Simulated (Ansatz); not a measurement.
## Multireference treatment of H₄N₂, singlet

Computed with Ansatz's Gaussian-basis code (development build); CASPT2, NEVPT3, NEVPT4(SD) by development code. Basis cc-pVDZ, nonrelativistic, 2 orbitals frozen in the corrections. State-specific CASSCF; RHF is the lowest restricted (open-shell) Hartree–Fock solution met. Letters tell apart solutions met in one space. No symmetry is imposed, so a solution can break that of the shape. No proof that the lowest CASSCF solution was found.

Geometry:

```xyz
6

N     0.1031    0.0777    0.7115
N    -0.1031    0.0777   -0.7115
H     0.3656   -0.8479    1.0512
H    -0.7942    0.3041    1.1306
H    -0.3656   -0.8479   -1.0512
H     0.7942    0.3041   -1.1306
```

CASSCF less RHF, in eV, and natural occupations:

```csv
CAS,CASSCF,occupations
"(2,2) a",-0.623,"1.97, 0.03"
"(2,2) b",-0.509,"1.98, 0.02"
```

What totals less RHF do the corrections give on each solution?



```csv
CAS,SC-NEVPT2,FIC-NEVPT2,NEVPT3,NEVPT4(SD),CASPT2 (IPEA 0)
"(2,2) a",-9.480,-9.482,-10.060,-10.356,-9.551
"(2,2) b",-9.516,-9.518,-10.058,-10.353,-9.584
```

In CAS(2,2), is the solution lowest in CASSCF also lowest after SC-NEVPT2?

No: (2,2) b is lowest after SC-NEVPT2, 0.04 eV under (2,2) a, which leads in CASSCF.

How do single-reference totals in the same basis and frozen core stand against SC-NEVPT2 in CAS(2,2) a?

CCSD(T) -0.987 eV, CCSDT -0.998 eV. Coupled cluster stands on the determinant that it favours, which can lie over the RHF solution above, and is in doubt where the occupations are far from 0, 1 and 2.
